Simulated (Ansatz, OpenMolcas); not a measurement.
BH2F (SMILES BF): methods side by side

BH2F: 4 atoms, total charge 0, spin state singlet. As SMILES, `BF`. Geometry: relaxed at PBE0-D4/def2-TZVP.

```xyz
4

B    -0.0273   -0.0040   -0.0308
F     1.0612   -0.2967    0.6499
H    -1.0125   -0.6491    0.1862
H     0.0342    0.8896   -0.8256
```

Quantity: the energy change with the B1–H3 bond stretched from 1.197 to 2.395 Å, in eV. The values are calculated.

```json
{"level": "HF/STO-3G (restricted)", "kind": "Hartree–Fock", "program": "Ansatz", "value (eV)": "7.37", "less FCI/STO-3G": "+2.66", "CPU time (all runs)": "0.1 s"}
{"level": "PBE/STO-3G (restricted)", "kind": "GGA", "program": "OpenMolcas", "value (eV)": "5.13", "less FCI/STO-3G": "+0.42", "CPU time (all runs)": "6.6 s"}
{"level": "r2SCAN/STO-3G (restricted)", "kind": "meta-GGA", "program": "OpenMolcas", "value (eV)": "5.48", "less FCI/STO-3G": "+0.77", "CPU time (all runs)": "8 s"}
{"level": "HSE06/STO-3G (restricted)", "kind": "range-separated hybrid", "program": "Ansatz", "value (eV)": "5.79", "less FCI/STO-3G": "+1.08", "CPU time (all runs)": "1.6 s"}
{"level": "B2PLYP/STO-3G (restricted)", "kind": "double hybrid", "program": "OpenMolcas", "value (eV)": "5.73", "less FCI/STO-3G": "+1.02", "CPU time (all runs)": "6.2 s"}
{"level": "RPA@PBE/STO-3G (restricted)", "kind": "RPA", "program": "Ansatz", "value (eV)": "5.08", "less FCI/STO-3G": "+0.37", "CPU time (all runs)": "1.7 s"}
{"level": "SC-NEVPT2(2,2)/STO-3G", "kind": "multireference", "program": "OpenMolcas", "value (eV)": "4.71", "less FCI/STO-3G": "0.00", "CPU time (all runs)": "3 s"}
{"level": "CCSD(T)/STO-3G (restricted)", "kind": "coupled cluster or CI", "program": "Ansatz", "value (eV)": "4.71", "less FCI/STO-3G": "0.00", "CPU time (all runs)": "0.16 s"}
{"level": "FCI/STO-3G", "kind": "exact in the basis", "program": "Ansatz", "value (eV)": "4.71", "less FCI/STO-3G": "0.00", "CPU time (all runs)": "0.59 s"}
```

FCI/STO-3G is exact within its basis and frozen core, so for wave-function methods in that basis the difference is their error; functionals converge differently with the basis, so for them it is only a difference. Spin-restricted single references rise too steeply as a bond breaks, Hartree–Fock most of all. The first shape isn't each level's own minimum. The values span 4.71 to 7.37 eV. All rows use very small basis sets, so even the best lies far from the true value. Times are those of the runs behind each value, whatever else they computed, on shared processors of several kinds: orders of magnitude only.
